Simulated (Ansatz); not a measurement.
# CNO (charge -1): geometry optimisation, by script

What geometry does CNO (charge -1) take? The task is a geometry optimisation, for CNO (charge -1). SMILES: [N-]=C=O.

All numbers are computed with the Python package of Ansatz 0.2.0. Level of theory: Hartree-Fock/6-31G*.

### 1 The system

Bond lengths: N1–C2 1.461 Å, C2–O3 1.176 Å. Angles: N1–C2–O3 180.0°.

The script holds or builds the structure itself.

### 2 The code

File run_opt.py:

```python
"""Relax the CNO(-) molecule."""

import ansatz as az
import numpy as np
import pandas as pd


def main() -> None:
    geometry_ang = [
        ("N", [1.3607, 0.1227, 0.0]),
        ("C", [-0.0947, -0.0085, 0.0]),
        ("O", [-1.266, -0.1142, 0.0]),
    ]
    geometry = az.Crystal.molecule()
    for symbol, xyz in geometry_ang:
        geometry = geometry.atom(symbol, xyz)

    base = (
        geometry.calculation()
        .basis(gaussian="6-31G*")
        .functional("hf")
        .charge(-1)
    )
    symbols = [site.symbol for site in geometry.cartesian_sites]
    start = np.array([site.position_ang for site in geometry.cartesian_sites], dtype=float)
    def progress(event):
        if event["event"] == "relax_step":
            row = event["data"]
            print(f"step {row['step']:3d}  E = {row['lagrangian_ev']:.6f} eV  largest force component {row['allowed_force_max_ev_ang']:.4f} eV/A")


    report = base.relax(force_tolerance=0.01).session().plan().execute(on_event=progress).report
    end = np.array(report["positions_ang"])

    for key in ("converged", "free_energy_ev", "reference_energy_ev", "n_frozen", "n_occupied", "n_virtual"):
        print(f"{key:22s} {report[key]}")

    print("final positions (A) and the move of each atom")
    for symbol, xyz, old in zip(symbols, end, start):
        print(f"{symbol:2s} {xyz[0]:10.5f} {xyz[1]:10.5f} {xyz[2]:10.5f}   {np.linalg.norm(xyz - old):7.4f}")

    charges = report["charge_distribution"]
    table = pd.DataFrame({"atom": symbols, "mulliken": charges["mulliken_charges_e"], "lowdin": charges["lowdin_charges_e"]})
    print(table.round(3).to_string())
    print("dipole (e A):", np.round(charges["dipole_moment_e_ang"], 4) + 0.0)
    with open("cno_opt.xyz", "w") as handle:
        handle.write(f"{len(symbols)}\nrelaxed CNO(-)\n")
        handle.writelines(f"{s:2s} {x:11.6f} {y:11.6f} {z:11.6f}\n" for s, (x, y, z) in zip(symbols, end))


if __name__ == "__main__":
    main()
```

### 3 The input behind the calls

The engine receives this input:

```yaml
crystal:
  periodic: [false, false, false]
  atoms:
    - { symbol: "N", position_ang: [1.3607, 0.1227, 0.0] }
    - { symbol: C, position_ang: [-0.0947, -0.0085, 0.0] }
    - { symbol: O, position_ang: [-1.266, -0.1142, 0.0] }
basis:
  gaussian:
    orbitals: "6-31G*"
hamiltonian:
  xc: hf
total_charge: -1.0
relax:
  f_tol: 0.01
```

### 4 The run

Started as:

```
> python run_opt.py
```

**Question.** What results will this script give? Wanted: total energy; moves of the relaxation; energy gained; last largest force component.

As calculated:

```
                    quantity          value
                total energy  -4549.6196 eV
     moves of the relaxation              4
               energy gained       2.783 eV
last largest force component    0.0007 eV/Å
```

In words: After 4 moves the largest shift is 0.183 Å, of atom 1 (N). The end point is the stationary point reached from this start; no frequency run checks that it is a minimum, and the basis set is modest. The Löwdin charges here are taken after orthogonalising the functions within each atom; they differ from plain Löwdin charges, and their signs can be unphysical. An ion's dipole depends on the origin; the program takes it about the centre of nuclear charge. Anions want diffuse functions, which this basis lacks. The dipole of an ion depends on the origin.
